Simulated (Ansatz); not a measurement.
1T (CdI2-type) PtS₂ was calculated with r²SCAN in Ansatz (PAW).

Run with plane-wave cutoff 560 eV, 12×12×8 k mesh (along the axes of the cell as run), Fermi–Dirac smearing 0.01 eV, scalar-relativistic PAW data made under PBE.

The cell is scaled about its equilibrium volume:

Shape and atoms are relaxed at each volume.

```csv
V (Å³/atom),P (GPa),direct gap at Γ (eV),c (Å),a (Å)
19.595,0.57,2.771,5.390,3.549
20.003,0.24,2.931,5.503,3.548
20.411,0.00,3.077,5.618,3.548
20.820,-0.18,3.206,5.731,3.547
21.228,-0.32,3.321,5.844,3.547
```

The fundamental gap (1.24 eV at the equilibrium volume, with added k points) lies elsewhere than Γ–Γ.

Note: for a layered or molecular solid the relaxed cell lies over 5 % above the published volume, where the minimum can be shallow; the cell comes from a level without a dispersion term, which matters for the spacing of layers, chains or molecules; the bulk modulus comes from volumes at which shape and atoms were relaxed.

Spin–orbit coupling is not included.

Ansatz is a program for electronic structure.
